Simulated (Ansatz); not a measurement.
Worked example: correlation energy of HBAl, doublet

Geometry: displaced at random from a stationary point.

```xyz
3

B     0.0844   -0.0868    0.3093
Al   -0.0805   -0.0198   -1.7984
H    -0.0039    0.1065    1.4891
```

Basis 6-31G; Ansatz 0.2.0. Only valence electrons are correlated (noble-gas cores frozen), which leaves 7 electrons in 18 orbitals. R marks a restricted (for open shells ROHF) determinant, U an unrestricted one.

Full CI is exact within this basis and frozen core; it isn't the basis-set limit. The frozen core follows each run's orbitals, which can shift R against U totals by a few meV.

UCCSD has a T1 diagnostic of 0.034 and a largest doubles amplitude of 0.11.

The cluster runs stand on a determinant 0.11 eV above the lowest UHF solution, chosen by a search with trial CCSD; the correlation energy below is counted from it.

Runs differ by some tens of microhartree through their thresholds and, for an open shell, their frozen cores, so the step to full CI, which has another core, is uncertain by up to 0.1 kcal/mol.

```json
{"level": "UHF determinant under the cluster runs", "total energy (hartree)": "-267.027629"}
{"level": "UMP2", "total energy (hartree)": "-267.088109"}
{"level": "UCCSD", "total energy (hartree)": "-267.115994"}
{"level": "UCCSD(T)", "total energy (hartree)": "-267.117925"}
{"level": "UCCSDT", "total energy (hartree)": "-267.118899"}
{"level": "UCCSDT(Q)", "total energy (hartree)": "-267.119043"}
{"level": "UCCSDTQ", "total energy (hartree)": "-267.119088"}
{"level": "full CI", "total energy (hartree)": "-267.119092"}
```

Task: What is the correlation energy at full CI, and what share of it do UMP2 and UCCSDT recover?

Result: E(corr) = -267.119092 − (-267.027629) = -0.091463 hartree = -2.489 eV. UMP2: -0.060480 / -0.091463 = 66.13 %. UCCSDT: -0.091270 / -0.091463 = 99.79 %.

Task: By how many kcal/mol does UCCSD(T) miss full CI (1 hartree = 627.509 kcal/mol), and which steps make up the rest?

Result: -267.117925 − (-267.119092) = 0.001167 hartree = 0.73 kcal/mol. Steps: UCCSDT − UCCSD(T) = -0.61, UCCSDT(Q) − UCCSDT = -0.09, UCCSDTQ − UCCSDT(Q) = -0.03, full CI − UCCSDTQ = 0.00 kcal/mol. That is within 1 kcal/mol of the reference in this basis, which itself misses far more of the correlation at the basis-set limit.
